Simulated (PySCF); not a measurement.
Compound: BH2(CN), CH2BN.
Bonds: B1–C4, C4–N5. Hydrogens: H2, H3 on B1.

The closed-shell ground state was solved at several levels (PySCF, density fitting, gas phase, non-relativistic). Isolated species at its PBE0-D3(BJ)/def2-SVP geometry, gas phase.

| level | basis functions | total energy (Eh) | HOMO (eV) | LUMO (eV) | gap (eV) | dipole (D) |
| --- | --- | --- | --- | --- | --- | --- |
| B3LYP/pcJ-1 | 101 | -118.8812 | -9.50 | -3.58 | 5.92 | 2.68 |
| wB97X-D/pcSseg-1 | 61 | -118.8128 | -11.64 | -1.43 | 10.21 | 2.84 |
| PBE0/pcSseg-1 | 61 | -118.7021 | -9.73 | -3.36 | 6.37 | 2.73 |

Problem. Estimate the row for CAM-B3LYP/def2-SVPD, a basis of 76 functions; the other rows only guide the guess.

Solution. Total energy -118.7165 Eh, HOMO -11.18 eV, LUMO -2.26 eV, gap 8.92 eV, dipole 2.83 D.

Problem. Over all these levels, which gives the widest orbital gap and which the narrowest?

Solution. wB97X-D/pcSseg-1 (range-separated hybrid) has the widest, 10.21 eV, and B3LYP/pcJ-1 (global hybrid, 20 % exact exchange) the narrowest, 5.92 eV. Functional and basis both differ between the two, so the spread mixes both effects.

Problem. How far do the dipole and the HOMO energy spread over the levels?

Solution. The dipole runs from 2.68 to 2.84 D (mean 2.77 D) and the HOMO from -11.64 to -9.50 eV.

Note: wB97X-D ran without an empirical dispersion term, which enters the total energy and its gradient alone.
